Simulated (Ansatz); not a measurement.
Ansatz (an electronic-structure program) input (HF/3-21G): The .json file is the Basis Set Exchange's 3-21G.

Ansatz 0.2 input:
```yaml
crystal:
  periodic: [false, false, false]
  atoms:
    - {symbol: C, position_ang: [1.17225460, -0.40956088, 0.00816987]}
    - {symbol: C, position_ang: [0.00846733, 0.57509381, -0.00957913]}
    - {symbol: O, position_ang: [-1.19497166, -0.22331927, 0.00235645]}
    - {symbol: H, position_ang: [-1.98084671, 0.33844573, -0.00790917]}
    - {symbol: H, position_ang: [0.05446616, 1.22468793, 0.85858787]}
    - {symbol: H, position_ang: [0.05647664, 1.19538596, -0.89881200]}
    - {symbol: H, position_ang: [2.12103482, 0.11390795, 0.00052724]}
    - {symbol: H, position_ang: [1.11115150, -1.02490393, 0.89613910]}
    - {symbol: H, position_ang: [1.11315931, -1.05416702, -0.85892913]}
basis:
  gaussian:
    orbitals: 3-21G.json
hamiltonian:
  xc: {name: HF}
phonons: {temperatures: {t_min: 298.15, t_max: 298.15, t_step: 100}}
```

Q: Which harmonic wavenumbers does it give?

A: 254, 313, 426, 918, 951, 1084, 1197, 1282, 1371, 1434, 1572, 1584, 1656, 1674, 1710, 3180, 3205, 3212, 3275, 3288, 3866 cm⁻¹ (unscaled; negative means imaginary).
